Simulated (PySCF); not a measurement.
## Converging LiS⁺ in the basis (CCSD(T))

PySCF, UHF reference; triplet, unpaired electrons π ↑↑; De to Li⁺ + S without counterpoise correction. Frozen cores follow the default of each basis and core potential.

| basis | relativity | functions | Re (Å) | ωe (cm⁻¹) | De (eV) | frozen orbitals |
| --- | --- | --- | --- | --- | --- | --- |
| def2-SVP | no relativity | 27 | 2.543 | 311 | 0.85 | 5 |
| 6-311G(d,p) | no relativity | 44 | 2.452 | 366 | 0.88 | 5 |
| def2-TZVP | no relativity | 51 | 2.475 | 339 | 0.74 | 5 |

Q: How does each smaller set differ from the one with most functions, def2-TZVP?

A: def2-SVP: +6.8 pm, -8.3 % in ωe, +0.11 eV in De; 6-311G(d,p): -2.3 pm, +8.0 % in ωe, +0.14 eV in De. All at CCSD(T); the set with most functions is neither the basis-set limit nor always the best.

Correlated steps freeze 5 core orbitals. Correlated levels converge slowly with the basis: in double zeta they bind strong bonds too weakly, by up to about 1 eV, and carry superposition errors of some tenths. For an ion De counts to the pair picked by the measured ionisation energies or electron affinities, which need not be the lowest pair at this level. The state is the lowest determinant that a PBE0 search found; another state may lie lower at other levels.
